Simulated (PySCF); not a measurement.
## Four-centre ligand exchange

Start structure (SiN$_{2}$H$_{8}$, closed shell), relaxed at PBE0-D4/def2-TZVP:

Si1  (-0.321, -0.855, -0.497)
N2  (1.216, -0.114, -0.663)
H3  (-0.890, -1.520, -1.707)
H4  (-0.088, -1.907, 0.536)
N5  (-1.464, 0.363, -0.131)
H6  (1.084, 1.276, 1.719)
H7  (0.958, 1.597, 2.384)
H8  (2.054, -0.642, -0.480)
H9  (1.371, 0.611, -1.344)
H10  (-1.368, 0.949, 0.683)
H11  (-2.423, 0.267, -0.418)
(Å)

The step: SiN₂H₆ ([NH2][SiH2][NH2]) + H₂ → SiNH₅ ([NH2][SiH3]) + NH₃; bonds formed: Si1–H7, N2–H6; bonds broken: Si1–N2, H6–H7. Program: PySCF 2.14 with density fitting (its default auxiliary sets; JK sets also for MP2 and CCSD(T)). Basis: def2-TZVPP and def2-QZVPP. Cores are frozen in the correlated methods. Extrapolation: Hartree–Fock as exp(−7.88 √X), correlation as X^−2.97. Energies below are by CCSD(T) at an estimated basis limit (MP2 extrapolated from triple and quadruple zeta, plus CCSD(T) − MP2 in triple zeta).

Task: What are the electronic barrier and the energy of the step, from the start structure to the end structure? (An estimate is asked for; the value comes from the calculation.)

Result: The calculation gives: Barrier 2.056 eV; step energy 0.394 eV (uphill); reverse barrier, their difference, 1.662 eV. Barrier and step energy count from the start structure, the reverse barrier from the end structure.

The saddle point: One imaginary mode of 1326i cm⁻¹.
| pair | start (Å) | saddle (Å) | end (Å) |
| --- | --- | --- | --- |
| Si1–H7 | 3.99 | 1.88 | 1.48 |
| N2–H6 | 2.76 | 1.21 | 1.01 |
| Si1–N2 | 1.71 | 1.87 | 2.91 |
| H6–H7 | 0.75 | 1.15 | 3.03 |

Zero-point energy (harmonic, PBE0-D4): ZPE is 2.218 eV at the start and 2.303 eV at the saddle, so the barrier goes from 2.056 to 2.141 eV.

T1 diagnostic: at most 0.011.

Labels in which every atom is bracketed show which atoms are joined, not bond orders.

For scale, one of the runs: CCSD(T)/def2-TZVPP, 216 basis functions, launched by `OMP_NUM_THREADS=4 python run.py`. Time: 8.5 min of wall clock on 4 CPU threads of an Arm Neoverse V1; the host was shared. Peak host memory: 3 GiB.
